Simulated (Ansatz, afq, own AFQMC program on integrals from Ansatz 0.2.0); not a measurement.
CH₅B, triplet in cc-pVDZ, levels against CCSDT(Q)

| atom | x (Å) | y (Å) | z (Å) |
| --- | --- | --- | --- |
| B | -1.3429 | 0.0000 | 0.0000 |
| H | -1.9396 | 1.0336 | 0.0000 |
| H | -1.9396 | -1.0336 | 0.0000 |
| H | 0.0711 | 0.0000 | 0.0000 |
| C | 1.2491 | 0.0000 | 0.0000 |
| H | 1.6636 | 0.0000 | 0.9962 |
| H | 1.6636 | 0.0000 | -0.9962 |

Basis cc-pVDZ. Only valence electrons are correlated. Ansatz 0.2.0 and our own AFQMC program on the same integrals; the CISD trial comes from CCSD amplitudes, and released means the phaseless constraint is let go. Uncertainties: one standard error, sampling alone.

Determinant: UHF, the one that the program's search chose, which needn't be the lowest solution. The geometry is a point of a scan.

No full CI on the walks' own integrals is used here; CCSDT(Q) serves as the reference and is uncertain by about the last step of the cluster series.

Cautions: lower spins were not checked.

The T1 diagnostic is 0.0110, the weight of the determinant in the CISD state is 0.892 and the ⟨S²⟩ of the determinant is 2.031. The size of the correlated space is 12 electrons in 51 orbitals.

```json
{"level": "MP2", "correlation energy (eV)": "-5.5742"}
{"level": "CCSD", "correlation energy (eV)": "-6.7519"}
{"level": "CCSD(T)", "correlation energy (eV)": "-6.8889"}
```

Q: Estimate where AFQMC with the constraint released lies against CCSD(T) on the same integrals.

A: 3.2 ± 0.4 kJ/mol below CCSD(T).

Reference: CCSDT(Q), correlation energy -6.921 eV. The released energy is read at 2.40 1/Eh (meV from the phaseless value at times in 1/Eh: -0.3 ± 2.0 at 0.24, -2.8 ± 1.8 at 0.51, -0.8 ± 1.9 at 0.99, -1.7 ± 1.7 at 1.62, 0 ± 4 at 2.40).

| level | E − E(reference) (kJ/mol) | share of correlation (%) |
| --- | --- | --- |
| CCSD(T) | 3.1 | 99.54 |
| CCSDT | 0.6 | 99.91 |
| ph-AFQMC/HF | -0.8 ± 2.1 | 100.12 |
| ph-AFQMC/CISD | -0.1 ± 0.3 | 100.01 |
| released AFQMC | -0.1 ± 0.4 | 100.01 |

A walk keeps the symmetry of its determinant, which the program's search chose and which needn't be the lowest solution, so a lower state of the same spin and another symmetry isn't excluded. Released energies are given only where the last usable release times agree within the noise; a slower fall can still hide under it.
